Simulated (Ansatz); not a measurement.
Working through an active-space calculation of C2H2O, SMILES C#CO

Program: Ansatz 0.2.0, Python API.

The cells in order, each with its output:

In [1]:
```python
import ansatz as az
from rdkit import Chem
from rdkit.Chem import AllChem
```

In [2]:
```python
BASIS = "cc-pVDZ"
```

In [3]:
```python
rd = Chem.AddHs(Chem.MolFromSmiles("C#CO"))
AllChem.EmbedMolecule(rd, randomSeed=471)
AllChem.UFFOptimizeMolecule(rd)
mol = az.Crystal.molecule()
for atom, xyz in zip(rd.GetAtoms(), rd.GetConformer().GetPositions()):
    mol = mol.atom(atom.GetSymbol(), xyz.round(5).tolist())

calc = (
    mol.calculation()
    .basis(gaussian=BASIS)
    .correlation(active_electrons=2, active_orbitals=2)
)
for method in ["sc_nevpt2"]:
    rep = (calc if method is None else calc.correlation(method)).run(threads=1).report
    space = rep["configurations"]
    state = space["states"][0]
    print(method or "casscf", f"total {rep['free_energy_ev'] / 27.211386246:.6f} Ha, active-space state {state['energy']['hartree']:.6f} Ha, mean field {rep['reference_energy_ev'] / 27.211386246:.6f} Ha")
    print("  determinants", state["n_determinants"], " natural occupations", [round(n, 3) for n in space["natural_occupations"]])
```
```text
sc_nevpt2 total -152.107309 Ha, active-space state -151.691490 Ha, mean field -151.668132 Ha
  determinants 4  natural occupations [1.945, 0.055]
```

Reading the output:
- Total energies depend on the basis set; only differences at equal settings carry meaning.
- The geometry is a force-field or estimated start, not a minimum of this method, and the basis set is short of its limit. The active space starts as a window about the frontier orbitals and is then optimised, not chosen by chemistry.
- Hardware and time: 1.9 s on 1 thread of Arm Neoverse V2, on a shared host, peak memory 0.21 GiB.
